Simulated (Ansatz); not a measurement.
**CH2B (doublet): the correlation ladder, cc-pVTZ**

Aim: climb from Hartree-Fock through coupled cluster and multireference methods for CH2B (doublet) at one geometry and basis, and see what each rung misses.

Method: cc-pVTZ, correlated electrons: outside noble gas; program: Ansatz 0.2.0, Gaussian basis.

Plan: UHF; CCSD(T) on ROHF; CCSD(T) on UHF; BCCD(T) on ROHF; CCSDT(Q) on ROHF; CCSDT(Q) on UHF; CASSCF and MRCISD+Q, 9 electrons in 10 orbitals; CASSCF and NEVPT2, 9 electrons in 10 orbitals.

## Step 1: The geometry

The geometry is a PBE0/def2-TZVP stationary point (not a proven minimum).

4 atoms, charge 0, spin multiplicity 2.

Atoms are counted from 1 here; the program's logs count them from 0.

Bond lengths: B1–C2 1.382 Å, C2–H3 1.086 Å, C2–H4 1.086 Å. Angles: B1–C2–H3 121.6°, B1–C2–H4 121.6°, H3–C2–H4 116.9°.

Geometry (Å):

```
B     0.00000    0.00000    0.82650
C     0.00000    0.00000   -0.55534
H     0.00000   -0.92516   -1.12369
H     0.00000    0.92516   -1.12369
```

In the tables R marks a restricted open-shell determinant and U an unrestricted one; 'valence' is the active space of 9 electrons in 10 orbitals; correlation energies count from the lowest restricted Hartree-Fock solution.

## Step 2: UHF

Input file in.yaml:

```yaml
crystal:
  periodic: [false, false, false]
  atoms:
    - {symbol: B, position_ang: [0.000000, 0.000000, 0.826501]}
    - {symbol: C, position_ang: [0.000000, 0.000000, -0.555344]}
    - {symbol: H, position_ang: [0.000000, -0.925158, -1.123694]}
    - {symbol: H, position_ang: [0.000000, 0.925158, -1.123694]}
basis:
  gaussian: {orbitals: cc-pVTZ}
magnetization: {spin_polarized: true, initial_magnetization: 1}
hamiltonian: {xc: hf}
output: {orbitals: {seedname: orbitals}}
```

Run with:

```
$ ansatz run in.yaml --threads 1 --pin off --events-out ev --progress --plain --max-ram 2560MiB --backend cpu
```

The runs that follow: CCSD(T) on ROHF; CCSD(T) on UHF; BCCD(T) on ROHF; CCSDT(Q) on ROHF; CCSDT(Q) on UHF; CASSCF and MRCISD+Q, 9 electrons in 10 orbitals; CASSCF and NEVPT2, 9 electrons in 10 orbitals.

**Question.** What will the summary of the whole plan be? Wanted: correlation energy, UCCSDT(Q); RMP2 from UCCSDT(Q); UMP2 from UCCSDT(Q); RCCSD from UCCSDT(Q); RCCSD(T) from UCCSDT(Q); UCCSD(T) from UCCSDT(Q); RCCSDT(Q) from UCCSDT(Q); NEVPT2 valence from UCCSDT(Q); MRCISD+Q valence from UCCSDT(Q).

The runs gave:

| quantity | value |
| --- | --- |
| correlation energy, UCCSDT(Q) | -7.2203 eV |
| RMP2 from UCCSDT(Q) | +951.4 meV |
| UMP2 from UCCSDT(Q) | +1110.8 meV |
| RCCSD from UCCSDT(Q) | +361.4 meV |
| RCCSD(T) from UCCSDT(Q) | +41.7 meV |
| UCCSD(T) from UCCSDT(Q) | +50.0 meV |
| RCCSDT(Q) from UCCSDT(Q) | +2.2 meV |
| NEVPT2 valence from UCCSDT(Q) | +847.0 meV |
| MRCISD+Q valence from UCCSDT(Q) | +57.5 meV |
| levels within 1 kcal/mol (43 meV) | RCCSD(T), BCCD(T), RCCSDT, UCCSDT, RCCSDT(Q) |
| T1 diagnostic | 0.025 |
| effectively unpaired electrons | 1.05 |

In words: RCCSD(T) lands +41.7 meV from the yardstick (0.6 % of the correlation energy). One determinant dominates. Of the multireference levels listed MRCISD+Q valence comes nearest (+57.5 meV). These misses are within one basis and frozen core, not against nature; frozen cores of the runs differ by up to some meV.
